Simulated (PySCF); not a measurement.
Atoms are numbered as in `[O:1]=[CH:2][O:3][C@@H:4]1[CH:5]=[N:6]1` (H(Xn): hydrogen on atom n).

GIAO PBE0/pcSseg-1 shifts (PySCF 2.14, gas phase, non-relativistic, equivalent atoms averaged), each against references optimised in the same way as the molecule (H2O, TMS, NH3).

On the GFN2-xTB geometry: O1 462.8, O3 237.3, C5 181.6, C2 169.3, C4 55.5, N6 329.9, H(C5) 10.82, H(C2) 8.01, H(C4) 4.03 ppm.

Q: What changes on the PBE0-D3(BJ)/def2-SVP geometry?

A: 
```
atoms  δ (ppm)  change
   O1    453.7    -9.1
   O3    242.7    +5.4
   C5    179.7    -1.9
   C2    165.1    -4.2
   C4     53.7    -1.8
   N6    353.8   +23.9
H(C5)    10.50   -0.32
H(C2)     7.66   -0.35
H(C4)     3.98   -0.05
```

Part of each change is the reference's own: σ(H2O, O) goes from 336.1 to 334.6 ppm, σ(TMS, C) goes from 186.9 to 184.4 ppm, σ(NH3, N) goes from 267.7 to 265.7 ppm, σ(TMS, H) goes from 31.72 to 31.27 ppm.

Bonds between heavy atoms that differ most (equivalent bonds averaged): C2–O3 1.317 → 1.335 Å, C4–C5 1.446 → 1.428 Å, O3–C4 1.415 → 1.407 Å, N6–C4 1.476 → 1.480 Å, O1–C2 1.200 → 1.197 Å. Mean change of bonds to hydrogen: C–H +0.017 Å. The two structures also differ in conformation, which adds to the changes.
